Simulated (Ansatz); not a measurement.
# Structure relaxation of MoAs3

Method: DFT PBE, scalar-relativistic, plane waves, PAW in Ansatz. Cutoff 420 eV, Γ-centred k mesh, Gaussian smearing, no spin polarisation in the final step.

The start puts MoAs3 on the Cu3Au (L1_2) structure type (Pm-3m, No. 221), with Mo in place of Au, As in place of Cu, at a guessed volume.

```
CELL_PARAMETERS angstrom
4.22425 0.00000 0.00000
0.00000 4.22425 0.00000
0.00000 0.00000 4.22425
ATOMIC_POSITIONS crystal
Mo 0.00000 0.00000 0.00000
As 0.00000 0.50000 0.50000
As 0.50000 0.00000 0.50000
As 0.50000 0.50000 0.00000
```

Steps on the 4×4×4 mesh (4 atoms). 5 of 5 steps are shown, and the free energy counts from the last. Trial steps that were taken back and renewals of the plane-wave basis can be among the rows.

```tsv
step	ΔF (meV/atom)	V (Å³/atom)	P (GPa)
1	28.0	18.84	-6.65
2	42.4	16.22	10.80
3	0.4	17.75	-1.04
4	-0.2	17.56	0.15
5	0.0	17.56	0.14
```

A final relaxation ran on a 12×12×12 mesh. The relaxed crystal, Pm-3m (No. 221):

Space group Pm-3m (No. 221). a = 4.125 Å, b = 4.125 Å, c = 4.125 Å, α = 90.00°, β = 90.00°, γ = 90.00°
```
atom site symmetry x y z
  Mo    1a m-3m  0.0000  0.0000  0.0000
  As    3c    4/mm.m  0.0000  0.5000  0.5000
```

```json
{
 "Volume per atom": "17.54 Å³",
 "Density": "7.59 g/cm³",
 "Energy over the elements": "0.63 eV/atom",
 "Gap on the 12×12×12 mesh": "0 eV (a metal)"
}
```

Energies over the elements count from the elements' standard structures at the same level, with no empirical corrections.

The final run used a 12×12×12 mesh on its 4-atom cell and 0.10 eV smearing. The k mesh leaves about 4 meV/atom of noise in metals.

Symmetry constrained the relaxation, so the result can be a saddle point.

Cost: 3 runs of about 1.4 core-minutes in all, on Intel Xeon Platinum 8259CL (Skylake/Cascade Lake) (shared hosts).